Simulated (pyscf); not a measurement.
Thermochemistry of product channels of H₃C–AlH–CH₃ + H₂C=CH₂ on the singlet surface, in eV, from ωB97M-D3(BJ)/def2-TZVP energies (ideal gas, 1 atm, RRHO with modes under 100 cm⁻¹ raised to 100, one conformer, R ln 2 for chiral ones without a mode under 150 cm⁻¹). PySCF, gas phase, ωB97X-D3(BJ)/def2-SVP geometries.

| products | ΔE | ΔH(298 K) | ΔG(298 K) | ΔG(900 K) |
|---|---|---|---|---|
| H₃C–CH₂–CH₂–AlH–CH₃ | -0.97 | -0.82 | -0.32 | +0.71 |
| H₃C–CH₂–Al(CH₃)–CH₃ | -1.39 | -1.23 | -0.77 | +0.11 |

The channel to H₃C–CH₂–CH₂–AlH–CH₃ turns unfavourable between 298 and 1200 K (ΔG from -0.32 eV to +1.20 eV). The channel to H₃C–CH₂–Al(CH₃)–CH₃ turns unfavourable between 298 and 1200 K (ΔG from -0.77 eV to +0.53 eV).

These are energies of the channels, which say nothing of barriers.
